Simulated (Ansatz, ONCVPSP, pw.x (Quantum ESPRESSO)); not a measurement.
# What a changed setting does to a pw.x run (bcc Cu)

Potential: optimised norm-conserving Vanderbilt (ONCV), ONCVPSP 4.0.1.1 (patched build), LDA (Perdew-Wang 92); core [Ar], reference 3d10 4s1; waves: 4s: rc 2.50 bohr, ncon 4, nbas 8, qcut 2.4 1/bohr, 3 projectors, debl 2.1 Ha; p scattering state at 0.04 Ha: rc 2.50 bohr, ncon 4, nbas 9, qcut 3.7 1/bohr, 2 projectors, debl 1.7 Ha; 3d: rc 1.20 bohr, ncon 3, nbas 8, qcut 11.9 1/bohr, 2 projectors, debl 3.9 Ha; local part: polynomial inside 0.90 bohr (lpopt 1, dvloc0 -1 Ha); core correction: Teter function, fcfact 2.25, rcfact 1.5. In the p channel the program set the typed energies aside and used 0.050, 1.750 Ha.

The reference run (k-mesh 16³, cutoffs 155/620 Ry, Fermi–Dirac 0.01 Ry, mixing_beta 0.4, conv_thr 1e-9, no spin) gives -1.10 GPa at 10.940 Å³/atom, where all-electron LAPW gives -0.14 GPa. This run, with its own iteration cap, changes k-mesh points per axis to 2.

```
&control
  calculation='scf', prefix='x', pseudo_dir='./', outdir='./tmp', tstress=.true., disk_io='none'
/
&system
  ibrav=0, nat=1, ntyp=1, ecutwfc=155, ecutrho=620, nbnd=13,
  occupations='smearing', smearing='fd', degauss=0.01
/
&electrons
  conv_thr=1e-09, mixing_beta=0.4, electron_maxstep=60
/
ATOMIC_SPECIES
Cu 1.0 Cu.UPF
CELL_PARAMETERS angstrom
  -1.39846771 1.39846771 1.39846771
  1.39846771 -1.39846771 1.39846771
  1.39846771 1.39846771 -1.39846771
ATOMIC_POSITIONS crystal
Cu 0.0000 0.0000 0.0000
K_POINTS automatic
2 2 2 0 0 0
```

```bash
pw.x < Cu.scf.in > Cu.scf.out
```

Q: How does the run end?

A: It converges in 25 iterations; the free energy moves by +2.38 eV/atom and the pressure by +33.21 GPa.

```
Message from routine setup:
     using ibrav=0 with symmetry is DISCOURAGED, use correct ibrav instead
     lattice parameter (alat)  =       4.5773  a.u.
     unit-cell volume          =      73.8268 (a.u.)^3
     number of electrons       =        11.00
     number of Kohn-Sham states=           13
     kinetic-energy cutoff     =     155.0000  Ry
     charge density cutoff     =     620.0000  Ry
     scf convergence threshold =      1.0E-09
     Exchange-correlation= SLA  PW   NOGX NOGC
     number of k points=     3  Fermi-Dirac smearing, width (Ry)=  0.0100
     iteration #  1     ecut=   155.00 Ry     beta= 0.40
     total energy              =    -105.74695491 Ry
     estimated scf accuracy    <       0.70756427 Ry
     iteration #  2     ecut=   155.00 Ry     beta= 0.40
     total energy              =    -105.98891050 Ry
     estimated scf accuracy    <       0.43634752 Ry
     iteration #  3     ecut=   155.00 Ry     beta= 0.40
     total energy              =    -105.99385420 Ry
     estimated scf accuracy    <       0.06009625 Ry
     iteration #  4     ecut=   155.00 Ry     beta= 0.40
     total energy              =    -105.98913573 Ry
     estimated scf accuracy    <       0.12358956 Ry
     iteration #  5     ecut=   155.00 Ry     beta= 0.40
     total energy              =    -106.01209954 Ry
     estimated scf accuracy    <       0.01701724 Ry
     iteration #  6     ecut=   155.00 Ry     beta= 0.40
     total energy              =    -106.01055445 Ry
     estimated scf accuracy    <       0.01152094 Ry
     [... 13 iterations left out ...]
     iteration # 20     ecut=   155.00 Ry     beta= 0.40
     total energy              =    -106.01034096 Ry
     estimated scf accuracy    <       0.00000269 Ry
     iteration # 21     ecut=   155.00 Ry     beta= 0.40
     total energy              =    -106.01034124 Ry
     estimated scf accuracy    <       0.00000008 Ry
     iteration # 22     ecut=   155.00 Ry     beta= 0.40
     total energy              =    -106.01034124 Ry
     estimated scf accuracy    <          2.4E-09 Ry
     iteration # 23     ecut=   155.00 Ry     beta= 0.40
     total energy              =    -106.01034125 Ry
     estimated scf accuracy    <          1.5E-09 Ry
     iteration # 24     ecut=   155.00 Ry     beta= 0.40
     total energy              =    -106.01034124 Ry
     estimated scf accuracy    <       0.00000002 Ry
     iteration # 25     ecut=   155.00 Ry     beta= 0.40
     the Fermi energy is    13.0331 ev
!    total energy              =    -106.01034124 Ry
     estimated scf accuracy    <          2.6E-10 Ry
     smearing contrib. (-TS)   =      -0.01414043 Ry
     The total energy is F=E-TS. E is the sum of the following terms:
     one-electron contribution =     -22.03298652 Ry
     hartree contribution      =      26.90320674 Ry
     xc contribution           =     -27.55318951 Ry
     ewald contribution        =     -83.31323152 Ry
     convergence has been achieved in  25 iterations
          total   stress  (Ry/bohr**3)                   (kbar)     P=      321.06
     Message from routine punch:
     Nothing written, as per user request (disk_io='none')
```

The run took about 6.3 s on one core of a shared host (Neoverse-N1, 64 threads, 124 GiB, load 46).
